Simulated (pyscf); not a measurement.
Thermochemistry of product channels of `[NH2][SiH]` [singlet] + `[NH2]` [doublet] on the doublet surface, in kJ/mol, from ωB97M-D3(BJ)/def2-TZVP energies (ideal gas, 1 atm, RRHO with modes under 100 cm⁻¹ raised to 100, one conformer, R ln 2 for rigid chiral ones). Single points on ωB97X-D3(BJ)/def2-SVP structures (PySCF, gas phase).

```
products                                                  ΔE  ΔH(298 K)  ΔG(600 K)  ΔG(1200 K)
----------------------------------------------------  ------  ---------  ---------  ----------
`[NH]=[SiH]` [doublet] + `[H][H]` + `[NH]` [triplet]  +391.4     +358.0     +283.7      +201.8
`[NH][SiH2][NH2]` [doublet]                           -198.2     -196.0     -112.7       -36.2
`[NH]=[Si][NH2]` [doublet] + `[H][H]`                  -99.1     -106.4      -94.3       -90.6
`[NH2][SiH][NH2]` [doublet]                           -275.4     -262.0     -183.8      -111.4
```

These are energies of the channels, which say nothing of barriers.
